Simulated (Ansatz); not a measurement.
C2H6O, SMILES `COC` (charge 0, multiplicity 1).

All values below come from r2SCAN/cc-pVTZ // PBE0-D3(BJ)/def2-TZVP (Ansatz, a quantum-chemistry and plane-wave program).

Ansatz 0.2 input:
```yaml
crystal:
  periodic: [false, false, false]
  atoms:
    - { symbol: C, position_ang: [1.150008, 0.084263, -0.13683] }
    - { symbol: O, position_ang: [-0.005448, -0.510279, -0.655433] }
    - { symbol: C, position_ang: [-1.150646, -0.144046, 0.060041] }
    - { symbol: H, position_ang: [1.323307, -0.212878, 0.907677] }
    - { symbol: H, position_ang: [1.092165, 1.181728, -0.176154] }
    - { symbol: H, position_ang: [1.99405, -0.246534, -0.742484] }
    - { symbol: H, position_ang: [-2.00355, -0.643244, -0.400401] }
    - { symbol: H, position_ang: [-1.084371, -0.451809, 1.113707] }
    - { symbol: H, position_ang: [-1.315512, 0.942798, 0.029876] }
basis:
  gaussian: { orbitals: cc-pVTZ }
hamiltonian:
  xc: r2scan
```

Output:

```
Functional definition: r2SCAN
855 factors; their error is unknown
mean field evaluation 1: about -4210.9458 eV, gradient 5.4e1 eV
mean field evaluation 2: about -4206.1497 eV, gradient 7.1e1 eV
mean field evaluation 4: about -4217.4943 eV, gradient 4.0e0 eV
mean field evaluation 8: about -4217.5257 eV, gradient 4.5e-2 eV
mean field evaluation 16: about -4217.5008 eV, gradient 6.4e-5 eV
mean field -4217.50080171 eV, -154.9902957381 hartree, gradient 6.4e-5 eV, S^2 0.000000; 0 other end points of the search recorded, 0 dependent functions left out
reference -4217.50081177 eV, -154.9902961080 hartree; 13, 13 occupied and 161, 161 virtual orbitals, 855 factors
Total energy: -4217.50081177 eV, -154.9902961080 hartree
```
